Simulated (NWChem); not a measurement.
System: C2H6O cation, doublet; SMILES of the neutral closed-shell parent CCO

Excerpt of the output:

```
             Northwest Computational Chemistry Package (NWChem) 7.3.0
             --------------------------------------------------------

 C1  symmetry detected

                             Geometry "geometry" -> ""
                             -------------------------

 Output coordinates in angstroms (scale by  1.889725989 to convert to a.u.)

  No.       Tag          Charge          X              Y              Z
 ---- ---------------- ---------- -------------- -------------- --------------
    1 C                    6.0000     0.21962203    -1.22161661     0.00016474
    2 C                    6.0000    -0.47225561     0.08957716     0.00012405
    3 O                    8.0000     0.21372240     1.24015319     0.00038423
    4 H                    1.0000    -0.51907568    -2.03488315    -0.00111471
    5 H                    1.0000     0.85572406    -1.33926942     0.89582082
    6 H                    1.0000     0.85848891    -1.33882168    -0.89351383
    7 H                    1.0000    -1.28809156     0.23006708    -0.79418330
    8 H                    1.0000    -1.29076216     0.23012154     0.79089412
    9 H                    1.0000     1.18973863     1.12379680    -0.00270971

 Effective nuclear repulsion energy (a.u.)      82.6447582533

                                 NWChem DFT Module
                                 -----------------

 Summary of "ao basis" -> "ao basis" (spherical)
 ------------------------------------------------------------------------------
       Tag                 Description            Shells   Functions and Types
 ---------------- ------------------------------  ------  ---------------------
 C                          pcseg-1                  6       14   3s2p1d
 O                          pcseg-1                  6       14   3s2p1d
 H                          pcseg-1                  3        5   2s1p

            General Information
            -------------------
          SCF calculation type: DFT
          Wavefunction type:  spin polarized.
          No. of atoms     :     9
          No. of electrons :    25
           Alpha electrons :    13
            Beta electrons :    12
          Charge           :     1
          Spin multiplicity:     2
          Use of symmetry is: off; symmetry adaption is: off
          Maximum number of iterations: 150
          AO basis - number of functions:    72
                     number of shells:    36
          Convergence on energy requested:  1.00D-06
          Convergence on density requested:  1.00D-05
          Convergence on gradient requested:  5.00D-04

              XC Information
              --------------
                         PBE0 Method XC Functional
                     Hartree-Fock (Exact) Exchange  0.250
          PerdewBurkeErnzerhof Exchange Functional  0.750
            Perdew 1991 LDA Correlation Functional  1.000 local
           PerdewBurkeErnz. Correlation Functional  1.000 non-local

             Grid Information
             ----------------
          Grid used for XC integration:  medium
          Radial quadrature: Mura-Knowles
          Angular quadrature: Lebedev.
          Tag              B.-S. Rad. Rad. Pts. Rad. Cut. Ang. Pts.
          ---              ---------- --------- --------- ---------
          C                   0.70       49           8.0       434
          O                   0.60       49          10.0       434
          H                   0.35       45          10.0       434
          Grid pruning is: on
          Number of quadrature shells:   417
          Spatial weights used:  Erf1

      Superposition of Atomic Density Guess
      -------------------------------------

 Sum of atomic energies:        -153.02918370

 Renormalizing density from      26.00 to     25

      Non-variational initial energy
      ------------------------------

 Total energy =    -150.605894
 1-e energy   =    -355.571176
 2-e energy   =     122.320523
 HOMO         =      -0.649012
 LUMO         =      -0.195486

     ---------------------------------------------
      Total Density - Mulliken Population Analysis
     ---------------------------------------------

    Atom       Charge   Shell Charges
 -----------   ------   -------------------------------------------------------
    1 C    6     6.63   2.00  0.87  0.41  2.38  0.95  0.02
    2 C    6     5.97   2.00  0.85  0.41  1.96  0.69  0.07
    3 O    8     8.65   2.00  1.00  0.79  3.38  1.47  0.02
    4 H    1     0.69   0.62  0.05  0.02
    5 H    1     0.67   0.60  0.05  0.02
    6 H    1     0.67   0.60  0.05  0.02
    7 H    1     0.59   0.52  0.05  0.02
    8 H    1     0.59   0.53  0.05  0.02
    9 H    1     0.53   0.46  0.02  0.05

     --------------------------------------------
      Spin Density - Mulliken Population Analysis
     --------------------------------------------

    Atom       Charge   Shell Charges
 -----------   ------   -------------------------------------------------------
    1 C    6     0.08   0.00  0.00 -0.00  0.06  0.02  0.00
    2 C    6     0.36   0.00  0.00  0.00  0.25  0.10  0.01
    3 O    8     0.17   0.00  0.00  0.00  0.13  0.03  0.00
    4 H    1     0.00   0.00  0.00  0.00
    5 H    1     0.05   0.04  0.01  0.00
    6 H    1     0.05   0.04  0.01  0.00
    7 H    1     0.14   0.13  0.02  0.00
    8 H    1     0.14   0.12  0.02  0.00
    9 H    1     0.00   0.00 -0.00  0.00

   convergence    iter        energy       DeltaE   RMS-Dens  Diis-err
 ---------------- ----- ----------------- --------- --------- ---------
 d= 0,ls=0.0,diis     1   -154.2897209485 -2.37D+02  9.95D-03  3.78D-01
                                                     1.14D-02  3.83D-01
 d= 0,ls=0.0,diis     2   -154.0788588840  2.11D-01  7.07D-03  1.01D+00
                                                     7.66D-03  7.92D-01
 d= 0,ls=0.0,diis     3   -154.4433035865 -3.64D-01  1.11D-03  1.55D-02
                                                     1.83D-03  2.08D-02
 d= 0,ls=0.0,diis     4   -154.4502382934 -6.93D-03  5.99D-04  6.27D-03
                                                     4.95D-04  4.68D-03
 d= 0,ls=0.0,diis     5   -154.4527431685 -2.50D-03  1.48D-04  3.39D-04
                                                     1.55D-04  1.39D-04
  Resetting Diis
 d= 0,ls=0.0,diis     6   -154.4528637770 -1.21D-04  9.80D-05  8.20D-05
                                                     8.66D-05  3.16D-05
 d= 0,ls=0.0,diis     7   -154.4528938813 -3.01D-05  4.75D-05  1.03D-05
                                                     3.78D-05  4.92D-06
 d= 0,ls=0.0,diis     8   -154.4528911222  2.76D-06  2.09D-05  1.33D-05
                                                     3.55D-05  1.72D-05
 d= 0,ls=0.0,diis     9   -154.4528975985 -6.48D-06  7.48D-06  1.33D-06
                                                     5.24D-06  5.38D-07
 d= 0,ls=0.0,diis    10   -154.4528979473 -3.49D-07  8.06D-06  2.50D-07
                                                     8.57D-06  7.75D-08

         Total DFT energy =     -154.452897947270
      One electron energy =     -365.727063706767
           Coulomb energy =      149.754474213609
    Exchange-Corr. energy =      -21.125066707429
 Nuclear repulsion energy =       82.644758253316

 Numeric. integr. density =       24.999990234792

                    DFT Final Alpha Molecular Orbital Analysis
                    ------------------------------------------

 Vector   11  Occ=1.000000D+00  E=-6.446372D-01
              MO Center=  2.3D-02, -1.9D-01, -1.0D-03, r^2= 2.3D+00
   Bfn.  Coefficient  Atom+Function         Bfn.  Coefficient  Atom+Function
  ----- ------------  ---------------      ----- ------------  ---------------
    19      0.301825  2 C  py                 5     -0.272649  1 C  py
    33     -0.261439  3 O  py                 4      0.258504  1 C  px
    18     -0.217594  2 C  px                36     -0.186820  3 O  py
    32      0.185613  3 O  px                58      0.159248  7 H  s
    63      0.159866  8 H  s                 53      0.153554  6 H  s

 Vector   12  Occ=1.000000D+00  E=-6.303594D-01
              MO Center=  3.6D-02, -1.2D+00, -3.0D-04, r^2= 1.9D+00
   Bfn.  Coefficient  Atom+Function         Bfn.  Coefficient  Atom+Function
  ----- ------------  ---------------      ----- ------------  ---------------
    43     -0.377538  4 H  s                  4      0.352744  1 C  px
     5      0.268141  1 C  py                33      0.230470  3 O  py
     7      0.189134  1 C  px                36      0.151760  3 O  py
    48      0.151417  5 H  s                 53      0.151727  6 H  s
     8      0.137979  1 C  py                19     -0.071365  2 C  py

 Vector   13  Occ=1.000000D+00  E=-5.870660D-01
              MO Center= -2.2D-01, -1.8D-01, -2.8D-04, r^2= 2.6D+00
   Bfn.  Coefficient  Atom+Function         Bfn.  Coefficient  Atom+Function
  ----- ------------  ---------------      ----- ------------  ---------------
    34     -0.321467  3 O  pz                20      0.307542  2 C  pz
    58     -0.302649  7 H  s                 63      0.301509  8 H  s
     6     -0.270908  1 C  pz                37     -0.233945  3 O  pz
    48     -0.222817  5 H  s                 53      0.222222  6 H  s
    23      0.164210  2 C  pz                 9     -0.144864  1 C  pz

 Vector   14  Occ=0.000000D+00  E=-1.761725D-01
              MO Center=  1.0D+00,  7.7D-01, -3.8D-03, r^2= 3.4D+00
   Bfn.  Coefficient  Atom+Function         Bfn.  Coefficient  Atom+Function
  ----- ------------  ---------------      ----- ------------  ---------------
    69      0.997412  9 H  s                 17     -0.652895  2 C  s
    31     -0.618948  3 O  s                  8      0.299408  1 C  py
    35     -0.287457  3 O  px                22      0.269854  2 C  py
    44      0.260637  4 H  s                 68      0.238988  9 H  s
    32     -0.234649  3 O  px                59      0.192662  7 H  s

 Vector   15  Occ=0.000000D+00  E=-1.478122D-01
              MO Center= -1.1D+00,  2.1D-01, -1.0D-02, r^2= 4.6D+00
   Bfn.  Coefficient  Atom+Function         Bfn.  Coefficient  Atom+Function
  ----- ------------  ---------------      ----- ------------  ---------------
    17      1.127058  2 C  s                 59     -1.040266  7 H  s
    64     -1.027003  8 H  s                 21     -0.710834  2 C  px
    69      0.521115  9 H  s                  3      0.424243  1 C  s
    44     -0.328758  4 H  s                 18     -0.261487  2 C  px
    16      0.225783  2 C  s                 31     -0.185672  3 O  s

 Vector   16  Occ=0.000000D+00  E=-1.268348D-01
              MO Center= -9.8D-01,  1.9D-02,  8.7D-03, r^2= 4.1D+00
   Bfn.  Coefficient  Atom+Function         Bfn.  Coefficient  Atom+Function
  ----- ------------  ---------------      ----- ------------  ---------------
    64     -1.358533  8 H  s                 59      1.347401  7 H  s
    23      0.924467  2 C  pz                49     -0.484207  5 H  s
    54      0.482668  6 H  s                 20      0.461430  2 C  pz
    58      0.231923  7 H  s                 63     -0.232578  8 H  s
     9      0.200681  1 C  pz                37     -0.142474  3 O  pz

                     DFT Final Beta Molecular Orbital Analysis
                     -----------------------------------------

 Vector   10  Occ=1.000000D+00  E=-6.340373D-01
              MO Center=  2.5D-03, -1.0D-01,  1.7D-03, r^2= 2.3D+00
   Bfn.  Coefficient  Atom+Function         Bfn.  Coefficient  Atom+Function
  ----- ------------  ---------------      ----- ------------  ---------------
    19      0.290314  2 C  py                33     -0.262176  3 O  py
     4      0.259474  1 C  px                 5     -0.260382  1 C  py
    18     -0.233185  2 C  px                32      0.197554  3 O  px
    36     -0.192007  3 O  py                68      0.166257  9 H  s
    31     -0.159273  3 O  s                 63      0.156361  8 H  s

 Vector   11  Occ=1.000000D+00  E=-6.274978D-01
              MO Center=  3.9D-02, -1.1D+00, -1.4D-03, r^2= 2.0D+00
   Bfn.  Coefficient  Atom+Function         Bfn.  Coefficient  Atom+Function
  ----- ------------  ---------------      ----- ------------  ---------------
    43     -0.374087  4 H  s                  4      0.347863  1 C  px
     5      0.267180  1 C  py                33      0.247376  3 O  py
     7      0.187081  1 C  px                36      0.164429  3 O  py
    53      0.149943  6 H  s                 48      0.147339  5 H  s
     8      0.138624  1 C  py                19     -0.078832  2 C  py

 Vector   12  Occ=1.000000D+00  E=-6.181864D-01
              MO Center=  4.0D-01, -6.8D-01,  1.2D-03, r^2= 2.2D+00
   Bfn.  Coefficient  Atom+Function         Bfn.  Coefficient  Atom+Function
  ----- ------------  ---------------      ----- ------------  ---------------
     6      0.405398  1 C  pz                34     -0.305763  3 O  pz
    48      0.288160  5 H  s                 53     -0.287410  6 H  s
     9      0.231354  1 C  pz                37     -0.221786  3 O  pz
    20     -0.093458  2 C  pz                63     -0.065872  8 H  s
    58      0.065135  7 H  s                 23     -0.038348  2 C  pz

 Vector   13  Occ=0.000000D+00  E=-4.483519D-01
              MO Center= -3.2D-01,  5.6D-01, -1.1D-03, r^2= 2.0D+00
   Bfn.  Coefficient  Atom+Function         Bfn.  Coefficient  Atom+Function
  ----- ------------  ---------------      ----- ------------  ---------------
    34      0.481018  3 O  pz                37      0.399147  3 O  pz
    20     -0.300254  2 C  pz                58      0.290619  7 H  s
    63     -0.289295  8 H  s                 23     -0.176116  2 C  pz
    59      0.136465  7 H  s                 64     -0.135989  8 H  s
    48      0.109409  5 H  s                 53     -0.108949  6 H  s

 Vector   14  Occ=0.000000D+00  E=-1.713592D-01
              MO Center=  1.0D+00,  7.5D-01, -3.6D-03, r^2= 3.4D+00
   Bfn.  Coefficient  Atom+Function         Bfn.  Coefficient  Atom+Function
  ----- ------------  ---------------      ----- ------------  ---------------
    69      1.017336  9 H  s                 17     -0.658827  2 C  s
    31     -0.615106  3 O  s                  8      0.312833  1 C  py
    35     -0.301017  3 O  px                44      0.271186  4 H  s
    22      0.253585  2 C  py                32     -0.237712  3 O  px
    68      0.230928  9 H  s                 54      0.182718  6 H  s

 Vector   15  Occ=0.000000D+00  E=-1.370442D-01
              MO Center= -1.1D+00,  1.4D-01, -3.4D-03, r^2= 4.8D+00
   Bfn.  Coefficient  Atom+Function         Bfn.  Coefficient  Atom+Function
  ----- ------------  ---------------      ----- ------------  ---------------
    17      1.085890  2 C  s                 59     -1.012364  7 H  s
    64     -1.010307  8 H  s                 21     -0.704836  2 C  px
    69      0.544482  9 H  s                  3      0.522940  1 C  s
    44     -0.411461  4 H  s                 18     -0.249714  2 C  px
    16      0.210844  2 C  s                 31     -0.177267  3 O  s

     ---------------------------------------------
      Total Density - Mulliken Population Analysis
     ---------------------------------------------

    Atom       Charge   Shell Charges
 -----------   ------   -------------------------------------------------------
    1 C    6     6.32   1.99  0.73  0.45  2.19  0.93  0.02
    2 C    6     6.04   1.99  0.77  0.41  2.09  0.70  0.07
    3 O    8     8.14   2.00  0.93  0.85  2.90  1.44  0.02
    4 H    1     0.80   0.74  0.04  0.02
    5 H    1     0.79   0.73  0.04  0.02
    6 H    1     0.79   0.73  0.04  0.02
    7 H    1     0.72   0.68  0.02  0.02
    8 H    1     0.72   0.68  0.02  0.02
    9 H    1     0.68   0.63 -0.00  0.05

     --------------------------------------------
      Spin Density - Mulliken Population Analysis
     --------------------------------------------

[...]
```

Level: PBE0/pcseg-1, spin-unrestricted. All runs use the structure optimised with PBE0/def2-SVP, spin-unrestricted. The spin multiplicity was typed, not searched, and may not be the lowest. No stability test was run on the SCF state.

Reconstruct the input file.

Several could match; the one computed here: the input that was run:
```
start job
memory heap 200 mb stack 900 mb global 1100 mb
charge 1
geometry units angstroms noautoz
  C      0.254753    -1.222885    -0.000774
  C     -0.464547     0.073468    -0.001179
  O      0.197078     1.238215     0.001631
  H     -0.466672    -2.051505    -0.004419
  H      0.891217    -1.327976     0.896186
  H      0.897908    -1.325789    -0.893137
  H     -1.281408     0.197516    -0.797169
  H     -1.287566     0.196025     0.787898
  H      1.175330     1.142413     0.000599
end
basis spherical
  * library pcseg-1
end
dft
  odft
  mult 2
  xc pbe0
  iterations 150
  mulliken
end
task dft energy
```
